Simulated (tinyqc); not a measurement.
CIS and TDHF on RHF in the sto-6g basis, frozen core, for HF, spin multiplicity 1, step by step. One step of it, computed by the program tinyqc.

Problem. CIS matrix, singlets. A(ia,jb) = (e_a - e_i) d_ij d_ab + 2 (ia|jb) - (ij|ab).

orbital energies (hartree): MO1 -26.254377, MO2 -1.443338, MO3 -0.533720, MO4 -0.471185, MO5 -0.471185, MO6 0.443687

Two-electron integrals over orbitals (pq|rs), unique and non-zero (hartree); the lowest 1 orbital is frozen and left out:
```
(22|22) 0.868598    (32|22) -0.039846   (32|32) 0.145871    (33|22) 0.722169
(33|32) -0.026400   (33|33) 0.712431    (42|42) 0.186882    (43|42) -0.033567
(43|43) 0.039783    (44|22) 0.891466    (44|32) -0.072286   (44|33) 0.710703
(44|44) 0.998085    (52|52) 0.186882    (53|52) -0.033567   (53|53) 0.039783
(54|54) 0.053789    (55|22) 0.891466    (55|32) -0.072286   (55|33) 0.710703
(55|44) 0.890506    (55|55) 0.998085    (62|22) -0.104964   (62|32) -0.066057
(62|33) -0.027890   (62|44) -0.102505   (62|55) -0.102505   (62|62) 0.092460
(63|22) -0.210558   (63|32) 0.088165    (63|33) -0.105776   (63|44) -0.226258
(63|55) -0.226258   (63|62) 0.045567    (63|63) 0.209936    (64|42) -0.033999
(64|43) -0.019780   (64|64) 0.029741    (65|52) -0.033999   (65|53) -0.019780
(65|65) 0.029741    (66|22) 0.656177    (66|32) 0.056563    (66|33) 0.661251
(66|44) 0.635171    (66|55) 0.635171    (66|62) -0.060320   (66|63) -0.019019
(66|66) 0.695798
```

Give: CIS matrix A, singlet.

Solution.

CIS matrix A, singlet (hartree):
```
        2>6     3>6     4>6     5>6
2>6  1.4158  0.0346  0.0000  0.0000
3>6  0.0346  0.7360  0.0000  0.0000
4>6  0.0000  0.0000  0.3392  0.0000
5>6  0.0000  0.0000  0.0000  0.3392
```
